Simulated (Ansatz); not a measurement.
# fcc Pt

Computed with LDA (plane waves, PAW; Ansatz, an electronic-structure program).

Settings: plane-wave cutoff 500 eV, 14×20×1 k mesh (along the axes of the cell as run), Fermi–Dirac smearing 0.1 eV, scalar-relativistic PAW data made under PBE.

Cell: relaxed at this level.

- surface energy of the (110) face = 2.50 J/m²
- work function of the (110) face = 5.63 eV

The slab of 12 atoms is relaxed and unreconstructed.

Spin–orbit coupling is not included.

The computed numbers hold no vibrational or temperature effects.

The result took roughly 50 core-minutes.
